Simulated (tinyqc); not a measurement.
Pariser-Parr-Pople SCF with singles CI, for the molecule C=CC=C (SMILES; centres numbered as the heavy atoms are written), step by step. Computed by tinyqc, a small Python program that keeps every step. Settings: charge = 0, gamma = MN, start = huckel, damping = 0, iteration cap = 76, excitations kept = 9. Command: `OMP_NUM_THREADS=1 python tinyqc.py 23328 23329 out.jsonl` (the two numbers bound the seeds that draw the settings). One thread of a shared host (Intel(R) Xeon(R) Processor @ 2.60GHz), about 0.02 s of CPU time with the checks. Later iterations appear only in the table of the cycle.

## PPP integrals

Centres (angstrom, eV; a flat drawing with bonds scaled to 1.40 angstrom):

| centre | x | y | core charge z | W | gamma_rr |
|---|---|---|---|---|---|
| 1C | -1.848000 | -0.127000 | 1 | 12.200000 | 10.780000 |
| 2C | -0.559000 | 0.421000 | 1 | 12.200000 | 10.780000 |
| 3C | 0.559000 | -0.421000 | 1 | 12.200000 | 10.780000 |
| 4C | 1.848000 | 0.127000 | 1 | 12.200000 | 10.780000 |

Resonance integrals (eV):

| i | j | beta |
|---|---|---|
| 1 | 2 | -2.390000 |
| 2 | 3 | -2.390000 |
| 3 | 4 | -2.390000 |

Mataga-Nishimoto: gamma = 14.399645/(R + a), a = 2 x 14.399645/(gamma_rr + gamma_ss); H_rr = -W_r - sum_(s != r) z_s gamma_rs; H_rs = beta for bonds.

repulsion gamma_rs (eV), lower triangle:
```
           1C         2C         3C         4C
1C  10.780000
2C   5.262209  10.780000
3C   3.829018   5.264227  10.780000
4C   2.856794   3.829018   5.262209  10.780000
```

core matrix H (eV), lower triangle:
```
            1C          2C          3C          4C
1C  -24.148021
2C   -2.390000  -26.555454
3C    0.000000   -2.390000  -26.555454
4C    0.000000    0.000000   -2.390000  -24.148021
```

## Starting guess

pi electrons, sum of z_r less the charge = 4

Orbitals of the Hueckel matrix of the beta values.

P at the start, lower triangle:
```
           1C        2C        3C        4C
1C   1.000000
2C   0.894427  1.000000
3C   0.000000  0.447214  1.000000
4C  -0.447214  0.000000  0.894427  1.000000
```

## Iteration 1: Fock matrix

F_rr = H_rr + P_rr gamma_rr / 2 + sum_(s != r) P_ss gamma_rs; F_rs = H_rs - P_rs gamma_rs / 2; E = tr P (H + F) / 2 + core repulsion sum_(r<s) z_r z_s gamma_rs.

F (eV), lower triangle:
```
           1C         2C         3C         4C
1C  -6.810000
2C  -4.743332  -6.810000
3C   0.000000  -3.567117  -6.810000
4C   0.638799   0.000000  -4.743332  -6.810000
```

pi energy = -53.730274 eV

## Iteration 1: orbitals and new P

Diagonalise F (the basis is taken as orthonormal) and form P = 2 sum c c over the lowest orbitals.

orbital energies (eV): -13.462765  -10.534446  -3.085554  -0.157235

P after iteration 1, lower triangle:
```
           1C        2C        3C        4C
1C   1.000000
2C   0.914182  1.000000
3C   0.000000  0.405303  1.000000
4C  -0.405303  0.000000  0.914182  1.000000
```

## Iteration 2: Fock matrix

As before.

F (eV), lower triangle:
```
           1C         2C         3C         4C
1C  -6.810000
2C  -4.795309  -6.810000
3C   0.000000  -3.456804  -6.810000
4C   0.578934   0.000000  -4.795309  -6.810000
```

pi energy = -53.761738 eV

## Iteration 2: orbitals and new P

As before.

orbital energies (eV): -13.451510  -10.573640  -3.046360  -0.168490

P after iteration 2, lower triangle:
```
           1C        2C        3C        4C
1C   1.000000
2C   0.921718  1.000000
3C   0.000000  0.387860  1.000000
4C  -0.387860  0.000000  0.921718  1.000000
```

## Iteration 3: Fock matrix

As before.

F (eV), lower triangle:
```
           1C         2C         3C         4C
1C  -6.810000
2C  -4.815138  -6.810000
3C   0.000000  -3.410890  -6.810000
4C   0.554017   0.000000  -4.815138  -6.810000
```

pi energy = -53.767029 eV

## Iteration 3: orbitals and new P

As before.

orbital energies (eV): -13.445708  -10.588835  -3.031165  -0.174292

P after iteration 3, lower triangle:
```
           1C        2C        3C        4C
1C   1.000000
2C   0.924695  1.000000
3C   0.000000  0.380709  1.000000
4C  -0.380709  0.000000  0.924695  1.000000
```

## Convergence

Stop when output and input P, before any damping, agree to 1e-7.

Course of the cycle:

| iteration | E (eV) | largest \|P(out) - P(in)\| |
|---|---|---|
| 1 | -53.73027443 | 4.19e-02 |
| 2 | -53.76173772 | 1.74e-02 |
| 3 | -53.76702905 | 7.15e-03 |
| 4 | -53.76790811 | 2.91e-03 |
| 5 | -53.76805345 | 1.18e-03 |
| 6 | -53.76807743 | 4.81e-04 |
| 7 | -53.76808139 | 1.95e-04 |
| 8 | -53.76808204 | 7.94e-05 |
| 9 | -53.76808215 | 3.22e-05 |
| 10 | -53.76808216 | 1.31e-05 |
| 11 | -53.76808217 | 5.31e-06 |
| 12 | -53.76808217 | 2.16e-06 |
| 13 | -53.76808217 | 8.75e-07 |
| 14 | -53.76808217 | 3.55e-07 |
| 15 | -53.76808217 | 1.44e-07 |
| 16 | -53.76808217 | 5.85e-08 |

Converged in 16 iterations.

## Converged orbitals

Charges are z - P_rr.

orbital energies (eV): -13.441323  -10.598967  -3.021033  -0.178677

coefficients:
```
         MO1        MO2        MO3        MO4
1C  0.395032   0.586472   0.586472  -0.395032
2C  0.586472   0.395032  -0.395032   0.586472
3C  0.586472  -0.395032  -0.395032  -0.586472
4C  0.395032  -0.586472   0.586472   0.395032
```

pi charges: 1C 0.000000, 2C 0.000000, 3C 0.000000, 4C 0.000000

## Singles CI, singlets

Over the 4 single excitations with the smallest orbital gaps: A = (e_a - e_i) delta + 2 (ia|jb) - (ij|ab), with (pq|rs) = sum c_mp c_mq gamma_mn c_nr c_ns. f = 2/3 w |mu|^2 in atomic units, mu = sqrt2 sum c_ia sum_m c_mi c_ma R_m.

singlet CI matrix (eV), lower triangle:
```
           2>3        1>3       2>4       1>4
2>3   5.289379
1>3   0.000000   7.109012
2>4   0.000000  -0.718341  7.109012
1>4  -0.317138   0.000000  0.000000  9.617023
```

singlet excitation energies (eV): 5.266262  6.390672  7.827353  9.640140

oscillator strengths: 1.109385  0.000000  0.000000  0.324227

## Singles CI, triplets

Over the 4 single excitations with the smallest orbital gaps: A = (e_a - e_i) delta - (ij|ab), with (pq|rs) = sum c_mp c_mq gamma_mn c_nr c_ns.

triplet CI matrix (eV), lower triangle:
```
          2>3       1>3       2>4       1>4
2>3  1.618193
1>3  0.000000  4.640342
2>4  0.000000  1.750330  4.640342
1>4  1.750330  0.000000  0.000000  6.850549
```

triplet excitation energies (eV): 1.086667  2.890012  6.390672  7.382075
